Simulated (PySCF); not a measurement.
C5H3N.
Geometry (PBE0-D3(BJ)/def2-SVP, Å), atoms numbered from 1 in this order:
```xyz
9
C5H3N angstrom
C      2.5284    1.2158    1.5898
C      1.6005    0.8048    0.9182
C      0.5569    0.3419    0.1645
C     -0.3762   -0.0736   -0.5058
C     -1.4676   -0.5571   -1.2956
N     -2.3493   -1.3995   -0.9253
H      3.3482    1.5782    2.1833
H     -1.5345   -0.1488   -2.3177
H     -2.1714   -1.6952    0.0414
```

Method used: EOM-IP-CCSD/aug-cc-pVDZ in PySCF, restricted Hartree–Fock reference, frozen core, non-relativistic, gas phase, PBE0-D3(BJ)/def2-SVP geometry.

Hartree–Fock orbital energies give these Koopmans values (eV): HOMO 9.93, HOMO-1 10.24, HOMO-2 12.59, HOMO-3 12.75, HOMO-4 13.63, HOMO-5 14.38, HOMO-6 17.30, HOMO-7 19.57.

Question: What vertical ionisation energies does EOM-IP-CCSD give?

Answer: 
```json
{"leading hole (HF orbital)": "HOMO", "Koopmans (eV)": "9.93", "EOM-IP-CCSD (eV)": "9.99", "change (eV)": "+0.06", "one-hole share": "0.96"}
{"leading hole (HF orbital)": "HOMO-1", "Koopmans (eV)": "10.24", "EOM-IP-CCSD (eV)": "10.12", "change (eV)": "-0.12", "one-hole share": "0.96"}
{"leading hole (HF orbital)": "HOMO-2", "Koopmans (eV)": "12.59", "EOM-IP-CCSD (eV)": "10.80", "change (eV)": "-1.79", "one-hole share": "0.93"}
{"leading hole (HF orbital)": "HOMO-3", "Koopmans (eV)": "12.75", "EOM-IP-CCSD (eV)": "12.34", "change (eV)": "-0.41", "one-hole share": "0.93"}
{"leading hole (HF orbital)": "HOMO-4", "Koopmans (eV)": "13.63", "EOM-IP-CCSD (eV)": "12.89", "change (eV)": "-0.74", "one-hole share": "0.93"}
{"leading hole (HF orbital)": "HOMO-5", "Koopmans (eV)": "14.38", "EOM-IP-CCSD (eV)": "13.54", "change (eV)": "-0.84", "one-hole share": "0.92"}
{"leading hole (HF orbital)": "HOMO-6", "Koopmans (eV)": "17.30", "EOM-IP-CCSD (eV)": "15.59", "change (eV)": "-1.71", "one-hole share": "0.93"}
{"leading hole (HF orbital)": "HOMO-7", "Koopmans (eV)": "19.57", "EOM-IP-CCSD (eV)": "17.44", "change (eV)": "-2.13", "one-hole share": "0.93"}
```

Question: Does the order of the lines follow the orbital energies?

Answer: Yes, no two lines change places. The corrections run from -2.13 to +0.06 eV, with a mean of -0.96 eV over the 8 lines; EOM-IP-CCSD lies above the Koopmans value for HOMO. Koopmans values leave out both the relaxation of the orbitals and the change in correlation energy.

Question: At what kinetic energies would He I light (21.22 eV) eject these electrons?

Answer: 11.23 eV (HOMO), 11.10 eV (HOMO-1), 10.42 eV (HOMO-2), 8.88 eV (HOMO-3), 8.33 eV (HOMO-4), 7.68 eV (HOMO-5), 5.63 eV (HOMO-6), 3.78 eV (HOMO-7).

Question: What total energy has the lowest final state, and which wavelength reaches it?

Answer: E(CCSD) + ionisation energy = -246.24867 + 0.36700 = -245.88167 Eh, at the geometry of the initial state. The threshold wavelength is 1239.84 eV nm/9.99 eV = 124.1 nm.

Lines less than 0.15 eV apart could change places at a higher level. One root was sought for each valence orbital with −ε under 21 eV, eight at most, so deeper holes and satellites are missing; no vibrational structure.

The run took 7.6 min wall on one thread of an Arm Neoverse V2, no GPU, shared host.
